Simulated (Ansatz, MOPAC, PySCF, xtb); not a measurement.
Barrier height from CH3 (SMILES [CH3]) + H2 to the transition structure CH5, without zero-point energy, on the benchmark's geometries as Psi4's copy of the set gives them.
Transition structure (charge 0, multiplicity 2):
```xyz
6

C      0.000     0.265     0.000
H      1.053     0.517     0.000
H     -0.527     0.517     0.912
H     -0.527     0.517    -0.912
H      0.000    -1.118     0.000
H      0.000    -2.022     0.000
```
Reactant (charge 0, multiplicity 1):
```tsv
atom	x (Å)	y (Å)	z (Å)
H	0.0000	0.0000	0.0000
H	0.7419	0.0000	0.0000
```

```csv
level,barrier height (kJ/mol),"minus CCSD(T)/CBS(aug-cc-pVDZ, aug-cc-pVTZ)",cost
AM1,66.4,17.4,-
PM3,52.3,3.3,-
PM6,87.6,38.6,-
GFN1-xTB,-4.7,-53.7,-
HF/aug-cc-pVDZ,86.8,37.8,-
HF/cc-pVDZ,85.1,36.1,-
HF/aug-cc-pVTZ,92.1,43.1,-
SVWN5/def2-TZVPPD,-22.7,-71.7,×0.6
PBE/def2-TZVPPD,15.9,-33.2,×1
PBE-D3(BJ)/def2-TZVPPD,13.5,-35.5,×1
PBE-D4/def2-TZVPPD,13.7,-35.4,×1
BLYP/def2-TZVPPD,29.6,-19.4,×1
revPBE-D4/def2-TZVPPD,21.4,-27.7,×0.9
r2SCAN/def2-TZVPPD,31.8,-17.3,×1
r2SCAN-D3(BJ)/def2-TZVPPD,31.1,-17.9,×1
r2SCAN-D4/def2-TZVPPD,31.2,-17.8,×1
B3LYP-D4/def2-TZVPPD,33.0,-16.0,×1
PBE0/def2-TZVPPD,28.9,-20.1,×0.9
PBE0-D4/def2-TZVPPD,27.1,-21.9,×0.9
BHLYP-D4/def2-TZVPPD,47.2,-1.9,×1
M06-2X/def2-TZVPPD,49.5,0.5,-
CAM-B3LYP-D3(BJ)/def2-TZVPPD,35.4,-13.6,×1
CAM-B3LYP-D4/def2-TZVPPD,35.2,-13.8,×1
wB97X-V/def2-TZVPPD,39.5,-9.5,×2
B2PLYP/def2-TZVPPD,43.0,-6.0,×1
B2PLYP-D3(BJ)/def2-TZVPPD,41.5,-7.6,×1
MP2/aug-cc-pVDZ,49.0,-0.1,-
MP2/cc-pVDZ,50.3,1.3,-
MP2/aug-cc-pVTZ,53.0,4.0,-
"MP2/CBS(aug-cc-pVDZ, aug-cc-pVTZ)",52.4,3.4,-
SCS-MP2/aug-cc-pVDZ,55.8,6.8,-
SCS-MP2/cc-pVDZ,56.9,7.9,-
CCSD/aug-cc-pVDZ,51.0,2.0,-
CCSD/cc-pVDZ,52.6,3.6,-
CCSD/aug-cc-pVTZ,55.5,6.5,-
CCSD(T)/aug-cc-pVDZ,46.4,-2.6,×2
CCSD(T)/cc-pVDZ,48.5,-0.5,×0.9
"CCSD(T)/CBS(aug-cc-pVDZ, aug-cc-pVTZ)",49.0,0.0,×20
CCSDT/cc-pVDZ,48.0,-1.0,-
CCSDT(Q)/cc-pVDZ,47.9,-1.1,×9
```

 The comparison column counts from a level with limits of its own.

The rows run from -22.7 (SVWN5/def2-TZVPPD) to 92.1 kJ/mol (HF/aug-cc-pVTZ). In aug-cc-pVDZ the value moves HF 86.8, MP2 49.0, CCSD 51.0, CCSD(T) 46.4, a shift of -40.4 from HF to CCSD(T). From aug-cc-pVDZ to aug-cc-pVTZ MP2 changes by 4.0. The dispersion term adds -2.4 in PBE-D3(BJ), -2.2 in PBE-D4, -0.6 in r2SCAN-D3(BJ). The 8 functionals in def2-TZVPPD without D3 or D4 span 72.2, from SVWN5 to M06-2X.

Open shells are unrestricted; no spin–orbit coupling.

Frozen-core correlation. CBS(a, b) extrapolates the correlation energy as X⁻³ and adds the Hartree–Fock energy of set b. The state that AM1, PM3, PM6 reach isn't checked.

Programs: Ansatz (a quantum-chemistry and plane-wave program); MOPAC for AM1, PM3, PM6 (differences of heats of formation); PySCF for M06-2X, the dispersion terms; xtb for the GFN methods. Values without a source in brackets are computed. The GFN methods have no spin term and hold the electronic entropy of 300 K.

Costs are rough ratios of core time to PBE/def2-TZVPPD (about 4 s over the structures, on one shared machine); a dash marks a level with no comparable run of its own. 

The set's own value is 12.1 kcal/mol (Zhao et al., J. Phys. Chem. A 109, 2012 (2005), HTBH38), an estimate for the real system.
